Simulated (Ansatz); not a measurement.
# UCCSD/STO-3G run of [OF2]+ (SMILES F[O+]F)

What is the energy change on altering one bond length of [OF2]+ at UCCSD/STO-3G? 

The calculation is run with Ansatz 0.2.0.

18 further runs of the same task are left out: 15 that didn't finish, 3 set aside as unsound or not needed.

## (1) The system as given

The species is [OF2]+ (3 atoms), meant as a doublet with charge +1. SMILES: `F[O+]F`. Geometry: relaxed at PBE0-D4/def2-TZVP.

Bond lengths: F1–O2 1.297 Å, O2–F3 1.297 Å. Angles: F1–O2–F3 108.0°.

## (2) The energy at UCCSD/STO-3G

Input file job.yaml:

```yaml
crystal:
  periodic: [false, false, false]
  atoms:
    - {symbol: F, position_ang: [0.920200, -0.309010, 0.473410]}
    - {symbol: O, position_ang: [0.000640, 0.505210, 0.055670]}
    - {symbol: F, position_ang: [-0.920840, -0.196190, -0.529090]}
basis:
  gaussian: {orbitals: STO-3G}
total_charge: 1
magnetization: {spin_polarized: true, initial_magnetization: 1}
correlation: {method: ccsd, frozen_orbitals: {F: 1, O: 1}}
accuracy: high
scf: {omitted_lower_state_checks: [cluster_reference, increment]}
```

Started as:

```console
$ ansatz run job.yaml --threads 1 --pin off --max-ram 3480MiB --events-out events.jsonl --progress --plain --runs-dir runs
```

What it wrote, cut to the lines that bear on the results:

```text
Warning: RAYON_NUM_THREADS=1 ignored (pool sized by the plan → 1); use --threads N
Functional definition: HF
  name "HF"
[...]
250 factors; integrals over basis functions are off by at most 5.4e-8 eV
[...]
mean field -7331.75481990 eV, -269.4370199894 hartree, gradient 2.5e-8 eV, S^2 0.774236; 3 other end points of the search recorded, 0 dependent functions left out
3 core orbitals not correlated: weight in the atoms' cores, before any rotation towards them, 1.000 or more for the frozen orbitals, at most 0.000 for the correlated occupied ones
reference -7331.75481990 eV, -269.4370199894 hartree; 10, 9 occupied and 2, 3 virtual orbitals, 250 factors
second order -2.76651979 eV of doubles, -0.00000000 eV of singles
cycle   1  -3.31334162 eV  change   -5.5e-1 eV  update   9.6e-2
[...]
cycle  26  -4.08306708 eV  change  -3.4e-10 eV  update   1.9e-9
Total energy: -7335.83788698 eV, -269.5870699369 hartree
Checks for a lower state left out: cluster_reference, increment
```

It took 0.22 s on 1 thread of Arm Neoverse V2, shared host.

## (3) The distorted shape, same level

Input file in.yaml:

```yaml
basis:
  gaussian: {orbitals: STO-3G}
crystal:
  periodic: [false, false, false]
  atoms:
    - {symbol: F, position_ang: [1.150121, -0.512593, 0.577859]}
    - {symbol: O, position_ang: [0.000640, 0.505210, 0.055670]}
    - {symbol: F, position_ang: [-0.920840, -0.196190, -0.529090]}
total_charge: 1
magnetization: {spin_polarized: true, initial_magnetization: 1}
correlation: {method: ccsd, frozen_orbitals: {F: 1, O: 1}}
accuracy: high
scf: {omitted_lower_state_checks: [cluster_reference, increment]}
```

Started as:

```console
$ ansatz run in.yaml --threads 1 --pin off --max-ram 3480MiB --events-out events.jsonl --progress --plain --runs-dir runs
```

What it wrote:

```text
Warning: RAYON_NUM_THREADS=1 ignored (pool sized by the plan → 1); use --threads N
[... 20 lines left out ...]
3 core orbitals not correlated: weight in the atoms' cores, before any rotation towards them, 1.000 or more for the frozen orbitals, at most 0.000 for the correlated occupied ones
[... 61 lines left out ...]
Total energy: -7335.61654029 eV, -269.5789355963 hartree
Checks for a lower state left out: cluster_reference, increment
```

Wall time 0.58 s (1 thread of Arm Neoverse V2, shared host).

## (4) Outcome

Level: UCCSD/STO-3G, 3 core orbitals frozen.

```
                                                         quantity          value
                                        first shape: total energy  -269.58707 Eh
         first shape: correlation energy (3 core orbitals frozen)     -150.0 mEh
                   first shape: ⟨S²⟩ of the reference determinant          0.774
                                       first shape: T1 diagnostic          0.044
                                    distorted shape: total energy  -269.57894 Eh
     distorted shape: correlation energy (3 core orbitals frozen)     -136.8 mEh
               distorted shape: ⟨S²⟩ of the reference determinant          1.401
                                   distorted shape: T1 diagnostic          0.077
energy change with the F1–O2 bond stretched from 1.297 to 1.622 Å       0.221 eV
```

With the F1–O2 bond stretched from 1.297 to 1.622 Å the energy rises by 0.22 eV (21.4 kJ/mol). The first shape isn't relaxed at this level, so the change isn't measured from a minimum. The minimal basis adds a large error of its own. ⟨S²⟩ (distorted shape) is 1.40 where a pure doublet has 0.75: the reference is spin-contaminated. The T1 diagnostic (distorted shape) of 0.077 is above the customary mark for such species, so a single reference may not serve.
